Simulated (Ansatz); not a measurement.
# CH₂ClMg− (SMILES [CH2-][Mg][Cl]): functionals against CCSD(T) at one geometry

The task here is to estimate one member of a computed series from the others.

Method: single points in def2-TZVPPD; program: Ansatz 0.2.0, Gaussian basis.

Correlated methods freeze the cores. The outer core shell of Li, Na, Mg and K is correlated. B3LYP uses VWN-RPA correlation.

### The system as given

SMILES `[CH2-][Mg][Cl]`, 5 atoms, charge -1, spin multiplicity 1.

Atoms are counted from 1 here; the program's logs count them from 0.

Bond lengths: C1–Mg2 2.186 Å, C1–H4 1.101 Å, C1–H5 1.097 Å, Mg2–Cl3 2.366 Å. Angles: Mg2–C1–H4 87.8°, Mg2–C1–H5 91.1°, H4–C1–H5 108.6°, C1–Mg2–Cl3 157.2°.

As a file:

```
C    -0.59460    0.85300   -0.71180
Mg    0.51440   -0.63830    0.43840
Cl    2.40910   -1.72330    1.34890
H    -1.22850    0.03310   -1.08200
H    -1.04350    1.25670    0.20410
```

Set-up of the first run:

The input, run/in.yaml:

```yaml
crystal:
  periodic: [false, false, false]
  atoms:
    - {symbol: C, position_ang: [-0.594600, 0.853000, -0.711800]}
    - {symbol: Mg, position_ang: [0.514400, -0.638300, 0.438400]}
    - {symbol: Cl, position_ang: [2.409100, -1.723300, 1.348900]}
    - {symbol: H, position_ang: [-1.228500, 0.033100, -1.082000]}
    - {symbol: H, position_ang: [-1.043500, 1.256700, 0.204100]}
basis:
  gaussian: {orbitals: "def2-TZVPPD.json"}
total_charge: -1
correlation: {method: ccsd_t}
output: {forces: true}
```

The basis file named in the input lies beside it (Basis Set Exchange, JSON).

The command line of these runs was not kept.

Steps of the session up to this table: CCSD(T)/def2-TZVPPD; PBE0-D4/def2-TZVPPD; wB97M-V/def2-TZVPPD; r2SCAN-D4/def2-TZVPPD; PBE-D4/def2-TZVPPD; CAM-B3LYP-D4/def2-TZVPPD; B3LYP-D4/def2-TZVPPD.

One table of the session follows, with a row left open; its other results are not shown here.

| method | RMS force component (eV/Å) | angle to CCSD(T) forces (°) |
| --- | --- | --- |
| CCSD(T) | 0.597 | reference |
| PBE0-D4 | 0.631 | 3.6 |
| wB97M-V | 0.621 | 7.5 |
| r2SCAN-D4 | 0.637 | 3.0 |
| PBE-D4 | 0.627 | 9.0 |
| CAM-B3LYP-D4 | 0.647 | 11.0 |
| B3LYP-D4 | ? | ? |

Q: Estimate the row for B3LYP-D4 from the others.

As computed: RMS force component (eV/Å): 0.596; angle to CCSD(T) forces (°): 5.9. In the column «RMS force component (eV/Å)» it is the lowest.
